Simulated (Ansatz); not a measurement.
**Relaxing YZr2**

All numbers below come from Ansatz, DFT PBE, scalar-relativistic, plane waves, PAW. Cutoff 420 eV, Γ-centred k mesh, Gaussian smearing, no spin polarisation in the final step.

YZr2 was placed on the cubic Laves (C15) structure type (Fd-3m, No. 227), with Y in place of Mg, Zr in place of Cu, at a guessed volume.

```
CELL_PARAMETERS angstrom
0.00000 3.90879 3.90879
3.90879 0.00000 3.90879
3.90879 3.90879 0.00000
ATOMIC_POSITIONS crystal
Y 0.00000 0.00000 0.00000
Y 0.25000 0.25000 0.25000
Zr 0.62500 0.62500 0.62500
Zr 0.12500 0.62500 0.62500
Zr 0.62500 0.62500 0.12500
Zr 0.62500 0.12500 0.62500
```

Cell and atoms relax at zero pressure; the relaxation can't lower the symmetry of the start. After a coarse first stage the cell is made exact in the group found at 0.06 Å.

Energies over the elements count from the elements' standard structures at the same level, with no empirical corrections.

(1) What does it relax into?

(2) What are its volume, energy, density and gap?

Results:

(1) It keeps Fd-3m (No. 227). The result has the cubic Laves (C15) structure. Conventional cell: a = 8.609 Å. Y is coordinated by 12 Zr at 3.57 Å and 4 Y at 3.73 Å; Zr is coordinated by 6 Zr at 3.04 Å and 6 Y at 3.57 Å.

```xyz
6
Lattice="0.0000 4.3045 4.3045 4.3045 0.0000 4.3045 4.3045 4.3045 0.0000" Properties=species:S:1:pos:R:3 pbc="T T T"
Y     0.0000    0.0000    0.0000
Y     2.1522    2.1522    2.1522
Zr    5.3806    5.3806    5.3806
Zr    5.3806    3.2284    3.2284
Zr    3.2284    3.2284    5.3806
Zr    3.2284    5.3806    3.2284
```

(2) The volume per atom is 26.59 Å³, the density is 5.65 g/cm³ and the energy over the elements is 0.24 eV/atom. The gap on the 8×8×8 mesh is 0 eV (a metal).

The final run used a 8×8×8 mesh on its 6-atom cell and 0.10 eV smearing. The k mesh leaves about 4 meV/atom of noise in metals. Symmetry constrained the relaxation, so the result can be a saddle point.

Cost: 3 runs of about 1.2 core-minutes in all, on Arm Neoverse V1 (shared hosts).